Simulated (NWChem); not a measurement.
singlet SiH3SO+: a scaling law for B3LYP

The species is SiH3SO+ (6 atoms), meant as a singlet with charge +1. SMILES of the parent species: `O[SiH2][S]`. The coordinates come from a PBE0-D4/def2-TZVP relaxation. This is one conformer, not always the lowest. That shape belongs to the parent species and isn't relaxed for this state.

B3LYP, energy, NWChem 7.3.0, on 1 thread of Intel Xeon Platinum 8488C (Sapphire Rapids), shared host. N is the number of basis functions, t the processor time.

| basis | N | t (s) | ln N | ln t |
| --- | --- | --- | --- | --- |
| 6-31G(d) | 56 | 17 | 4.025 | 2.833 |
| 6-31+G(d) | 68 | 19 | 4.220 | 2.944 |
| 6-311+G(d,p) | 100 | ? | 4.605 | ? |
| 6-311++G(2d,2p) | 127 | 44 | 4.844 | 3.784 |

Fit t = C·Nᵖ to the known rows and estimate the time in 6-311+G(d,p).


1. Means of the 3 rows: ln N = 4.36300, ln t = 3.1870.
2. Σ(Δln N)² = 0.36605, Σ(Δln N·Δln t) = 0.44156, so the slope is 0.44156/0.36605 = 1.2063.
3. Intercept: 3.1870 − (1.2063) × 4.36300 = -2.0761. The largest residual of the fit is 0.071.
4. ln t = -2.0761 + 1.2063 × 4.605, so t ≈ 32 s.

The run took 29 s, so the estimate is too long by a factor of about 1.1. The fitted power is 1.2, with the electron count fixed. The times don't lie on a line: the count of functions alone doesn't set the cost here, and shared hosts add noise. SCF iterations also vary, from 14 to 17.
